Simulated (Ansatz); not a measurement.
hcp Re

Method: PBEsol in Ansatz (plane waves, PAW).

Settings: plane-wave cutoff 500 eV, 24×24×1 k mesh (along the axes of the cell as run), Fermi–Dirac smearing 0.1 eV, scalar-relativistic PAW data made under PBE.

Cell: relaxed at this level.

```
Property                               Value
---------------------------------  ---------
surface energy of the (0001) face  2.98 J/m²
work function of the (0001) face     5.02 eV
```

The slab of 6 atoms is relaxed and unreconstructed.

Spin–orbit coupling is not included.

Computed values are for the static lattice.

The result took around 8 core-minutes (rough).

Ansatz is an electronic-structure program.
